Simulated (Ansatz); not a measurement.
Molecule: NF$_{3}$, net charge 0, singlet state. SMILES: FN(F)F
Geometry from a B3LYP-D3(BJ)/def2-TZVP (Ansatz, a program for electronic structure) optimisation:
```xyz
4

N     -0.0011     0.0133     0.4825
F      0.0003     1.2327    -0.1591
F      1.0712    -0.6215    -0.1057
F     -1.0707    -0.6215    -0.1104
```
Charge 0, spin multiplicity 1.

Property: vertical triplet-singlet gap (E(triplet) - E(singlet); each state is the SCF solution reached for its spin; the molecule has degenerate orbitals, so one determinant may break the symmetry; for the triplet the Hartree-Fock reference is unstable and T1 is 0.026), in kcal/mol. Valence correlation only, unless marked. UHF or UKS for open shells. Spin-orbit coupling is left out. No relativistic terms. Basis-set limits of correlation are two-point, X^-3; Hartree-Fock from the larger set.

```json
[
 {"level": "HF/aug-cc-pVQZ", "program": "Ansatz", "vertical triplet-singlet gap (kcal/mol)": "151.9"},
 {"level": "SVWN5/def2-TZVPD", "program": "Ansatz", "vertical triplet-singlet gap (kcal/mol)": "152.1"},
 {"level": "PBE0/def2-TZVPD", "program": "Ansatz", "vertical triplet-singlet gap (kcal/mol)": "155.6"},
 {"level": "BHLYP/def2-TZVPD", "program": "Ansatz", "vertical triplet-singlet gap (kcal/mol)": "157.6"},
 {"level": "CAM-B3LYP/def2-TZVPD", "program": "Ansatz", "vertical triplet-singlet gap (kcal/mol)": "155.7"},
 {"level": "wB97X-V/def2-TZVPD", "program": "Ansatz", "vertical triplet-singlet gap (kcal/mol)": "160.5"},
 {"level": "B2PLYP/def2-TZVPD", "program": "Ansatz", "vertical triplet-singlet gap (kcal/mol)": "159.2"},
 {"level": "RI-MP2/CBS(aug-cc-pVTZ,aug-cc-pVQZ)", "program": "Ansatz", "vertical triplet-singlet gap (kcal/mol)": "172.7"},
 {"level": "CCSD(T)/aug-cc-pVDZ", "program": "Ansatz", "vertical triplet-singlet gap (kcal/mol)": "163.9"}
]
```
